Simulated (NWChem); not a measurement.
# hydrogen chloride (HCl); SMILES Cl

```xyz
2

Cl     0.0000     0.0000     0.0717
H      0.0000     0.0000    -1.2069
```
Atoms are numbered in this order, from 1.

Coordinates come from a PBE0-D3(BJ)/def2-TZVP optimisation.

 States above −ε(HOMO) = 9.6 eV lie in this functional's continuum and hang on the basis.

Question: List the 4 lowest vertical singlet excitations from PBE0/def2-SVPD, TDA (NWChem).

Answer: 
| state | energy (eV) | oscillator strength | leading excitation (squared amplitude) |
|---|---|---|---|
| S1 | 7.84 | 0.026 | HOMO → LUMO (0.99) |
| S2 | 7.84 | 0.026 | HOMO−1 → LUMO (0.99) |
| S3 | 10.09 | 0.128 | HOMO → LUMO+1 (0.71) |
| S4 | 10.09 | 0.128 | HOMO−1 → LUMO+1 (0.71) |
